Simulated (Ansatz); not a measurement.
`C1CCCC1`, one more setting.

```yaml
crystal:
  periodic: [false, false, false]
  atoms:
    - {symbol: C, position_ang: [-0.719563, 0.723838, 0.337254]}
    - {symbol: C, position_ang: [-0.367859, -0.084669, 1.275507]}
    - {symbol: C, position_ang: [1.066996, -0.628336, 0.604381]}
    - {symbol: C, position_ang: [0.809949, -0.496116, -0.992833]}
    - {symbol: C, position_ang: [-0.351457, 0.164859, -1.236096]}
    - {symbol: H, position_ang: [-1.603510, 1.200060, 0.482232]}
    - {symbol: H, position_ang: [-0.097901, 1.685935, 0.216955]}
    - {symbol: H, position_ang: [-0.865701, -0.794649, 1.308400]}
    - {symbol: H, position_ang: [0.016994, 0.374743, 2.213039]}
    - {symbol: H, position_ang: [1.764427, -0.132671, 0.752832]}
    - {symbol: H, position_ang: [1.311445, -1.721403, 0.771981]}
    - {symbol: H, position_ang: [0.622193, -1.397106, -1.441988]}
    - {symbol: H, position_ang: [1.297383, 0.046061, -1.781460]}
    - {symbol: H, position_ang: [-0.623601, 1.498680, -1.691026]}
    - {symbol: H, position_ang: [-1.249835, -0.385799, -1.184613]}
basis:
  gaussian: {orbitals: def2-mTZVPP}
hamiltonian: {xc: {name: r2SCAN50}, dispersion: d3bjatm}
```

```sh
$ ansatz run in.yaml --threads 4 --pin off --events-out ev --progress --plain --max-ram 10444MiB
```

Output, abridged:

```
Functional definition: r2SCAN50
1705 factors; their error is unknown
mean field evaluation 1: about -5328.9487 eV, gradient 6.0e1 eV
mean field evaluation 2: about -5329.5270 eV, gradient 5.8e1 eV
mean field evaluation 4: about -5337.3840 eV, gradient 1.2e0 eV
mean field evaluation 8: about -5337.3949 eV, gradient 3.4e-2 eV
mean field evaluation 16: about -5337.4006 eV, gradient 4.9e-5 eV
mean field -5337.40064499 eV, -196.1458558833 hartree, gradient 5.0e-5 eV, S^2 0.000000; 0 other end points of the search recorded, 0 dependent functions left out
reference -5337.40065069 eV, -196.1458560926 hartree; 20, 20 occupied and 125, 125 virtual orbitals, 1705 factors
Total energy: -5337.51095519 eV, -196.1499097085 hartree
```

Hardware: 4 threads of an Arm Neoverse V1 on a shared host. Wall time 2.4 s, peak host memory 0.5 GiB.
